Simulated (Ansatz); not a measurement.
Level of theory: Ansatz (a quantum-chemistry and plane-wave program) with B3LYP-D3(BJ)/def2-SVP. No frequencies were computed at this level.

Ansatz 0.2 input:
```yaml
crystal:
  periodic: [false, false, false]
  atoms:
    - { symbol: C, position_ang: [-1.159757, 0.032595, -0.154227] }
    - { symbol: O, position_ang: [0.03905, -0.518963, -0.63212] }
    - { symbol: C, position_ang: [1.163868, -0.087223, 0.087688] }
    - { symbol: H, position_ang: [-1.958141, -0.364931, -0.777228] }
    - { symbol: H, position_ang: [-1.151531, 1.12796, -0.226189] }
    - { symbol: H, position_ang: [-1.33888, -0.247955, 0.89185] }
    - { symbol: H, position_ang: [2.028529, -0.570504, -0.362172] }
    - { symbol: H, position_ang: [1.094757, -0.373446, 1.145218] }
    - { symbol: H, position_ang: [1.282106, 1.002469, 0.02718] }
basis:
  gaussian: { orbitals: def2-svp }
hamiltonian:
  xc: b3lyp
  dispersion: d3bj
relax:
  max_steps: 150
```

Output:

```
Functional definition: B3LYP
800 factors; integrals over basis functions are off by at most 2.3e-4 eV
mean field evaluation 1: about -4210.6907 eV, gradient 4.4e1 eV
mean field evaluation 2: about -4208.9486 eV, gradient 5.3e1 eV
mean field evaluation 4: about -4215.2796 eV, gradient 2.2e0 eV
mean field evaluation 8: about -4215.2855 eV, gradient 2.9e-2 eV
mean field -4215.28551225 eV, -154.9088853521 hartree, gradient 3.7e-5 eV, S^2 0.000000; 0 other end points of the search recorded, 0 dependent functions left out
reference -4215.28570471 eV, -154.9088924248 hartree; 13, 13 occupied and 59, 59 virtual orbitals, 800 factors
relax step   1: F+E_penalty+E_count = -4215.47026035 eV  Δ(F+E_penalty+E_count) = +0.000e0 eV  max|allowed force component| = 5.603e-1 eV/Å  Δτ_max = 0.0000 Å  (23 SCF iters, accepted)
these checks for a lower state are left out or cut short: starts, cluster_reference, orbital_swaps, neighbouring_geometries, increment
800 factors; integrals over basis functions are off by at most 2.4e-4 eV
mean field evaluation 16: about -4215.3076 eV, gradient 1.8e-3 eV
mean field -4215.30485757 eV, -154.9095962793 hartree, gradient 4.1e-5 eV, S^2 0.000000; 0 other end points of the search recorded, 0 dependent functions left out
reference -4215.30505048 eV, -154.9096033688 hartree; 13, 13 occupied and 59, 59 virtual orbitals, 800 factors
relax step   2: F+E_penalty+E_count = -4215.48888426 eV  Δ(F+E_penalty+E_count) = -1.862e-2 eV  max|allowed force component| = 2.557e-1 eV/Å  Δτ_max = 0.0174 Å  (24 SCF iters, accepted)
these checks for a lower state are left out or cut short: starts, cluster_reference, orbital_swaps, neighbouring_geometries, increment
800 factors; integrals over basis functions are off by at most 2.4e-4 eV
mean field -4215.30720930 eV, -154.9096827038 hartree, gradient 4.1e-5 eV, S^2 0.000000; 0 other end points of the search recorded, 0 dependent functions left out
reference -4215.30740230 eV, -154.9096897966 hartree; 13, 13 occupied and 59, 59 virtual orbitals, 800 factors
relax step   3: F+E_penalty+E_count = -4215.49107704 eV  Δ(F+E_penalty+E_count) = -2.193e-3 eV  max|allowed force component| = 6.418e-2 eV/Å  Δτ_max = 0.0049 Å  (23 SCF iters, accepted)
these checks for a lower state are left out or cut short: starts, cluster_reference, orbital_swaps, neighbouring_geometries, increment
800 factors; integrals over basis functions are off by at most 2.4e-4 eV
mean field evaluation 32: about -4215.3073 eV, gradient 1.1e-5 eV
mean field -4215.30729276 eV, -154.9096857709 hartree, gradient 1.1e-5 eV, S^2 0.000000; 0 other end points of the search recorded, 0 dependent functions left out
reference -4215.30748573 eV, -154.9096928624 hartree; 13, 13 occupied and 59, 59 virtual orbitals, 800 factors
relax step   4: F+E_penalty+E_count = -4215.49122715 eV  Δ(F+E_penalty+E_count) = -1.501e-4 eV  max|allowed force component| = 5.724e-3 eV/Å  Δτ_max = 0.0015 Å  (22 SCF iters, accepted)
800 factors; integrals over basis functions are off by at most 2.4e-4 eV
mean field -4215.30729276 eV, -154.9096857709 hartree, gradient 1.1e-5 eV, S^2 0.000000; 1 other end points of the search recorded, 0 dependent functions left out
reference -4215.30748573 eV, -154.9096928624 hartree; 13, 13 occupied and 59, 59 virtual orbitals, 800 factors
Total energy: -4215.49142013 eV, -154.9164523269 hartree
Atom 0 at    -1.158139     0.027096    -0.160723 Å, force    -0.001296    -0.004474    -0.005724 eV/Å
Atom 1 at     0.039227    -0.521312    -0.634982 Å, force    -0.000276     0.003671     0.004471 eV/Å
Atom 2 at     1.163068    -0.092597     0.080940 Å, force     0.001982    -0.004643    -0.005382 eV/Å
Atom 3 at    -1.979544    -0.363772    -0.779389 Å, force     0.002749     0.002885     0.004011 eV/Å
Atom 4 at    -1.164553     1.135475    -0.226463 Å, force    -0.001710    -0.001730     0.000993 eV/Å
Atom 5 at    -1.352870    -0.247546     0.897349 Å, force    -0.001261     0.001570    -0.001688 eV/Å
Atom 6 at     2.049924    -0.571552    -0.359877 Å, force    -0.003206     0.003192     0.003391 eV/Å
Atom 7 at     1.107286    -0.374404     1.153478 Å, force     0.001734     0.001415    -0.001376 eV/Å
Atom 8 at     1.295603     1.008616     0.029666 Å, force     0.001285    -0.001884     0.001305 eV/Å
Dipole moment:    -0.012167     0.161695     0.196952 e Å
```

Cost: about 12 core-seconds (a rough figure).
